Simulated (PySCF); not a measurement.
# Gas-phase XPS of `[H]/N=C(\C#N)OC`, computed

Species: C3H4N2O.
Numbering: `[H]/[N:4]=[C:3](/[O:2][CH3:1])[C:5]#[N:6]`

Cartesian coordinates in Å at the PBE0-D3(BJ)/def2-SVP level; atoms count from 1:
```
atom  x, y, z in Å
C1    -1.402    0.134    0.844
O2    -0.037   -0.246    0.841
C3     0.617   -0.057   -0.298
N4     0.089    0.425   -1.342
C5     2.009   -0.471   -0.185
N6     3.124   -0.778   -0.173
H7    -1.770   -0.072    1.856
H8    -1.968   -0.446    0.100
H9    -1.509    1.201    0.601
H10    0.757    0.490   -2.109
```

Theory: delta-SCF UKS SCAN, pcX-2 on the ionised atom, pcseg-1 elsewhere, spin-free X2C (PySCF). Binding energies are ΔSCF values: E(core-ionised, relaxed orbitals) − E(ground state) at a fixed geometry, referred to the vacuum level.

Question: List the computed XPS lines with their assignment.

Answer: 
| atom(s) | environment | level | binding energy (eV) | above the level's lowest (eV) | count |
| --- | --- | --- | --- | --- | --- |
| O2 | oxygen bonded to 2 C | O 1s | 540.22 | 0.00 | 1 |
| N6 | nitrile nitrogen | N 1s | 405.85 | +0.68 | 1 |
| N4 | C=N nitrogen | N 1s | 405.17 | 0.00 | 1 |
| C3 | C=N carbon | C 1s | 295.07 | +2.12 | 1 |
| C1 | methoxy carbon | C 1s | 293.05 | +0.10 | 1 |
| C5 | nitrile carbon | C 1s | 292.95 | 0.00 | 1 |

The listed C 1s values span 2.12 eV, from C5 (bonded to N (triple bond) and C) to C3 (bonded to O, N (double bond) and C). Summing the Pauling electronegativity differences to the bonded atoms, each weighted by its formal bond order, gives +1.47 for the lowest site and +1.87 for the highest; no listed site has a larger sum than the highest. The smallest sum, -0.16, belongs to C1, 0.10 eV above the lowest.

The listed N 1s values span 0.68 eV, from N4 (bonded to C (double bond) and H) to N6 (bonded to C (triple bond)). Summing the Pauling electronegativity differences to the bonded atoms, each weighted by its formal bond order, gives -1.82 for the lowest site and -1.47 for the highest.

Question: Express the binding energy of C 1s of C1 in atomic units and per mole.

Answer: 293.05 eV = 10.7694 Eh = 28275 kJ/mol.

Question: Which photon energy gives electrons from C 1s of C1 a kinetic energy of 20 eV, and what is their de Broglie wavelength?

Answer: hν = 293.05 + 20 = 313.05 eV, recoil neglected; λ = 12.264 Å/√(E/eV) = 2.74 Å.

One conformer (not necessarily the lowest) at the PBE0-D3(BJ)/def2-SVP geometry, without solvent, vibrations or thermal averaging.
